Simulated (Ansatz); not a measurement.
Two isomers of C2H4F2O2: A = `COC(O)(F)F`, B = `OCOC(F)F`.

Calculated with Ansatz (gas phase, PBE0-D4/def2-TZVP geometries, no zero-point term in ΔE). CBS: MP2 limit from def2 TZ/QZ plus the TZ coupled-cluster correction, frozen cores. Functionals use def2-TZVPP. B3LYP here is the variant with VWN-RPA as its local correlation; programs differ in this. One conformer a species, not always the lowest.

Problem. Which isomer does CCSD(T)/CBS put lower? Give the gap. (Estimate.)

Solution. Ansatz gave: A, by 33.0 kJ/mol.

Problem. Give E(B) − E(A) in kJ/mol with r2SCAN-D4, ωB97M-V, CCSD(T)/def2-TZVPP, HF/def2-TZVPP, B2PLYP, MP2/def2-TZVPP, B3LYP. (An estimate is asked.)

Solution. Ansatz gave: r2SCAN-D4 38.4, ωB97M-V 37.1, CCSD(T)/def2-TZVPP 33.0, HF/def2-TZVPP 36.7, B2PLYP 31.3, MP2/def2-TZVPP 33.2, B3LYP 29.9. None reverses the order clearly.

Problem. Does the order hold for the free energy at 298.15 K (harmonic terms from PBE0-D4)? (Estimate.)

Solution. Computed: Yes: G(B) − G(A) = +37.4 kJ/mol, for one conformer each. Modes under 60 cm⁻¹, often nearly free rotors, make the harmonic entropy too high.

Largest T1 diagnostic: 0.012.

Leaving LDA and LC-ωPBE aside and taking each functional with its dispersion term where it has one, the values, not all of them listed here, spread over 14.0 kJ/mol, from BLYP-D4 to B97M-V. LDA lies +9.5 kJ/mol from PBE without D4. At CCSD(T), def2-SVP lies +13.6 kJ/mol from the extrapolated value and def2-TZVPP +0.1 kJ/mol.
